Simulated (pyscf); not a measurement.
HS–Zn–SH (SMILES [SH][Zn][SH]) + H₂O (SMILES O) → H₂S (SMILES S) + HO–Zn–SH (SMILES [OH][Zn][SH]) (four-centre exchange; singlet surface; S–Zn, H–O broken, H–S, O–Zn formed). PySCF, gas phase, ωB97X-D3(BJ)/def2-SVP geometries. Energies in kcal/mol from the separated reactants.

```tsv
level	barrier	reaction energy
ωB97X-D3(BJ)/def2-TZVP	8.2	+15.2
r²SCAN/def2-TZVP	5.5	+13.4
B3LYP-D3(BJ)/def2-TZVP	8.2	+13.3
PBE0-D3(BJ)/def2-TZVP	7.4	+15.3
ωB97M-D3(BJ)/def2-TZVP	9.5	+13.6
HF/def2-TZVP	19.9	+14.3
```

On the reactant side the descent ends in an adduct with a O–Zn contact, 13.3 kcal/mol under the separated species and 21.5 kcal/mol under the saddle at ωB97X-D3(BJ)/def2-TZVP. On the product side the descent ends in an adduct with a S–Zn contact, 11.6 kcal/mol under the separated species and 4.6 kcal/mol under the saddle at ωB97X-D3(BJ)/def2-TZVP. At ωB97X-D3(BJ), r²SCAN, B3LYP-D3(BJ), PBE0-D3(BJ), ωB97M-D3(BJ) the saddle lies under the separated products, which points to a path from their complex (located at ωB97X-D3(BJ) alone), and parting the products costs more than the saddle. What is counted as formed (O–Zn) is already present as a longer contact in the reactant adduct; forming that adduct is a step of its own. What is counted as broken (S–Zn) persists as a longer contact in the product adduct; parting that adduct is a step of its own. This is the saddle that the search found; another between the same sides may lie lower. Elements up to Kr have no core potential and no relativistic terms here.
